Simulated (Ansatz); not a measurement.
One change: `FCC1CO1` becomes `N#CCC1CO1`.

Ansatz, PBE0-D4/def2-TZVP geometries, multiplicity 1. Each molecule was computed in one conformer, which needn't be the lowest.

```
                                                                                  property  `FCC1CO1`
ideal-gas entropy at 298 K and 1 bar (rigid rotor, harmonic PBE0-D4/def2-TZVP) / J/(mol·K)        302
                                                       HOMO energy (B3LYP/def2-TZVPP) / eV      -7.98
                                                         LUMO energy (PBE/def2-TZVPP) / eV       0.34
                                                     HOMO–LUMO gap (B3LYP/def2-TZVPP) / eV       9.03
                                            size of the dipole moment (PBE/def2-TZVPP) / D       0.52
                                                     HOMO energy (ωB97M-V/def2-TZVPP) / eV     -10.68
```

**Question.** Give the same properties after the change, and the shifts. (An estimate is asked.)

**Answer.** The calculation gave: 
```csv
property,`N#CCC1CO1`,shift
"ideal-gas entropy at 298 K and 1 bar (rigid rotor, harmonic PBE0-D4/def2-TZVP) / J/(mol·K)",321,19
HOMO energy (B3LYP/def2-TZVPP) / eV,-8.27,-0.29
LUMO energy (PBE/def2-TZVPP) / eV,-0.59,-0.93
HOMO–LUMO gap (B3LYP/def2-TZVPP) / eV,8.43,-0.60
size of the dipole moment (PBE/def2-TZVPP) / D,2.38,1.86
HOMO energy (ωB97M-V/def2-TZVPP) / eV,-10.96,-0.28
```

With PBE0 the HOMO falls by 0.31 eV and the LUMO falls by 0.95 eV, so the gap narrows by about 0.64 eV. PBE moves the HOMO by -0.33 eV and ωB97M-V by -0.28 eV. The zero-point energy changes by 16.3 kJ/mol with +3 modes. Dipoles are sizes alone; their direction can turn.

B3LYP here is the variant with VWN-RPA as its local correlation; programs differ in this.
